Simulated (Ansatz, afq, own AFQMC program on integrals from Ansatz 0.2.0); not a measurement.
## CH$_{4}$⁺, doublet in 6-31G, levels against full CI

```xyz
5

C     0.0000    0.0000    0.0000
H     0.3646    0.7500    0.7480
H    -0.3742   -0.7450    0.7482
H    -0.3622    0.7462   -0.7529
H     0.3718   -0.7512   -0.7433
```

Basis 6-31G. Only valence electrons are correlated. Integrals, coupled cluster, full CI and functionals: Ansatz 0.2.0; the random walks run on the same integrals in our own AFQMC program. ph-AFQMC/CISD is guided by a CISD state made of CCSD amplitudes; releasing the constraint for a short imaginary time cuts its bias at the price of noise, slowly where states lie close. Free AFQMC starts from the CCSD state and is never constrained. Its projection time is finite, and what remains of the start isn't in its error. Error bars are statistical, one sigma.

Determinant: UHF, the one that the program's search chose, which needn't be the lowest solution. The geometry is a PBE0/def2-TZVP stationary point of this or a neighbouring charge and spin state.

Full CI on the same integrals is exact in this basis and with this determinant's frozen core.

```
T1 diagnostic                               : 0.0062
weight of the determinant in the CISD state : 0.950
⟨S²⟩ of the determinant                     : 0.752
size of the correlated space                : 7 electrons in 16 orbitals
```

Reference: full CI, correlation energy -2.817 eV. The released energy is read at 2.40 1/Eh (meV from the phaseless value at times in 1/Eh: 5.2 ± 2.3 at 0.24, 5.0 ± 2.0 at 0.51, 4 ± 3 at 0.99, 0 ± 3 at 1.62, 0 ± 3 at 2.40).

| level | E − E(reference) (meV) | share of correlation (%) |
| --- | --- | --- |
| HF | 2817.3 | 0.00 |
| MP2 | 586.2 | 79.19 |
| CCSD | 52.0 | 98.15 |
| CCSD(T) | 12.6 | 99.55 |
| CCSDT | 2.9 | 99.90 |
| CCSDT(Q) | 0.3 | 99.99 |
| CCSDTQ | 0.1 | 100.00 |
| ph-AFQMC/HF | -1.6 ± 15.4 | 100.06 |
| ph-AFQMC/CISD | -2.3 ± 2.7 | 100.08 |
| released AFQMC | -2.6 ± 2.7 | 100.09 |
| free AFQMC | 0.6 ± 2.3 | 99.98 |

CCSDT and higher add their correlation energy to the determinant of the CCSD(T) run, since their own runs factorise the integrals more tightly (a shift of under 2 meV). Free projections are given only where their last times agree within the noise and don't stop above the reference; a slow remainder of the start can still hide under it. A walk keeps the symmetry of its determinant, which the program's search chose and which needn't be the lowest solution, so a lower state of the same spin and another symmetry isn't excluded. Released energies are given only where the last usable release times agree within the noise; a slower fall can still hide under it.
